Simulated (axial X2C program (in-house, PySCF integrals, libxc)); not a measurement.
## Worked dissociation energy of S₂⁻: PBE0, two-component

All values were computed with an in-house relativistic program for diatomic molecules. Two-component (2c) means X2C with spin–orbit coupling and atomic mean-field two-electron Coulomb and Gaunt terms. Basis: S dyall-av3z [9s8p3d2f] (cores contracted in-house); Gaussian nuclei, density fitting, unrestricted open shells. Masses: S 31.972 u.

Molecular state: Ω = 3/2 (⟨Sz⟩ = 0.50, ⟨Lz⟩ = 1.00 at PBE0).

* E(S-) (2M_J = 1): -399.093541 hartree
* E(S) (2M_J = 2): -399.018062 hartree
* E(S₂⁻) at Re: -798.259423 hartree
* ωe: 598.6 cm⁻¹
* ωexe: 2.25 cm⁻¹

Task: Work out De and D0.

Result: De = -399.093541 + (-399.018062) − (-798.259423) = 0.14782 hartree = 4.022 eV. The zero-point energy is ωe/2 − ωexe/4 = 299 cm⁻¹ = 0.037 eV, so D0 = 3.985 eV.

The state is a single determinant with fixed occupations, the lowest that a limited PBE0 search found. Dissociation energies refer to the lowest single-determinant-based atoms at the same level and basis. Density functionals use the spin component along the axis (collinear). In 2c an atomic determinant is not the ground J level, so De misses part of the atomic spin–orbit lowering. This holds for PBE0. The functionals have no current-density term, which raises determinants with orbital currents, atoms included. The highest occupied level of some functionals is positive through self-interaction error; at Hartree–Fock it is bound.

Each atomic determinant is the lowest at this level and need not be a pure J level. Totals compare only within one Hamiltonian and basis.
